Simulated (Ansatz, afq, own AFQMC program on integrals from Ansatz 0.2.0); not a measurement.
AFQMC on a folder of integrals that Ansatz 0.2.0 wrote.

```yaml
crystal:
  periodic: [false, false, false]
  atoms:
    - {symbol: Cl, position_ang: [0.000000, 0.000000, -1.447333]}
    - {symbol: H, position_ang: [0.000000, 0.000000, 0.007667]}
    - {symbol: O, position_ang: [0.000000, 0.000000, 1.439667]}
basis:
  gaussian: {orbitals: cc-pVTZ}
magnetization: {spin_polarized: true, initial_magnetization: 2}
correlation: {method: ccsd_t, electrons: outside_noble_gas, hamiltonian_folder: ham}
```

```sh
$ ansatz run in.yaml --threads 1 --pin off --events-out ev --progress --plain --max-ram 16896MiB --backend cuda --devices 0, --max-vram 18GiB
```

afq runs on the folder ham with

```
--method phaseless --trial cisd --walkers 2600 --populations 20 --least-time 60 --time-step 0.005 --steps-per-block 50 --equilibration-blocks 28 --max-blocks 4000 --target-error 0.00022 --factor-cut 1e-05 --start spin_pure --seed 6686 --release-times 0.24,0.51,0.99,1.62,2.4 --release-step 0.03 --release-every 3 --taylor-order 6
```

Times are imaginary, in 1/Eh. The walk had a cap of 245 s. With eight or more populations the least sampling time is a fifth of least-time, and the error comes from their spread.

Log:

```
orbitals 72  electrons 8 6  factors 455 of 464
reference energy -534.89081537 Eh
CCSD correlation -0.38915130 Eh in 15 cycles, weight of the determinant in the CISD state 0.8820
energy of the start -535.279570 Eh
 block  time / (1/Eh)  mean weight  energy / Eh
     1     0.250  0.9996  -535.275899
     2     0.500  0.9997  -535.281314
     3     0.750  0.9994  -535.286049
     4     1.000  0.9995  -535.288218
     5     1.250  1.0001  -535.290559
     9     2.250  0.9998  -535.292335
    21     5.250  1.0001  -535.293333
    37     9.250  1.0003  -535.294200
    53    13.250  1.0005  -535.293258
    69    17.250  1.0004  -535.294664
    85    21.250  0.9995  -535.293363
    93    23.250  1.0002  -535.290923
   101    25.250  1.0001  -535.294740
   117    29.250  1.0001  -535.294770
   133    33.250  1.0000  -535.291536
   149    37.250  0.9995  -535.292749
   165    41.250  1.0005  -535.295951
   169    42.250  1.0004  -535.296084
   181    45.250  1.0001  -535.293051
   193    48.250  1.0003  -535.293801
error from the spread of 20 populations
released: time / (1/Eh)  energy / Eh  error  mean overlap
  0.24  -535.294546  0.000355  0.9993
  0.51  -535.295175  0.000214  0.9942
  0.99  -535.295530  0.000655  0.9869
  1.62  -535.295508  0.000524  0.9933
  2.40  -535.298514  0.001111  0.9831
energy -535.293314 +/- 0.000121 Eh
(rows thinned)
```

The run passed its tests (sampling time, drift between the halves within three errors, error under three times the target), which doesn't prove that it has relaxed, ending at its cap on processor time. The second half of the sampling lies below the first by 2.8 errors of their difference, so the energy may still be moving and its error bar be too small.

Against this walk (error 3.3 meV) on the same determinant: CCSD(T) 26.3 meV higher, CCSDT(Q) 16.6 meV lower. The error is statistical and leaves out the bias of the constraint. None of these is a sure reference here. The released energies get too noisy after the second time (errors over twice the walk's own, or jumping) (meV from the phaseless value at times in 1/Eh: -34 ± 10 at 0.24, -51 ± 6 at 0.51, -60 ± 18 at 0.99, -60 ± 14 at 1.62, -141 ± 30 at 2.40), so they give no level; they do show a bias of the constraint, and the last of them that isn't too noisy lies 34 meV below CCSDT(Q).

Cautions: constraint bias not in the error; lower spins were not checked.

The walk took 4.1 min on 1 × NVIDIA H100 80GB HBM3 with 2 threads of AMD EPYC 7R13 Processor (Zen 3) (shared host) (the card was shared). The log's last line is the phaseless energy.

CCSDT and higher add their correlation energy to the determinant of the CCSD(T) run, since their own runs factorise the integrals more tightly (a shift of under 2 meV). A walk keeps the symmetry of its determinant, which the program's search chose and which needn't be the lowest solution, so a lower state of the same spin and another symmetry isn't excluded.
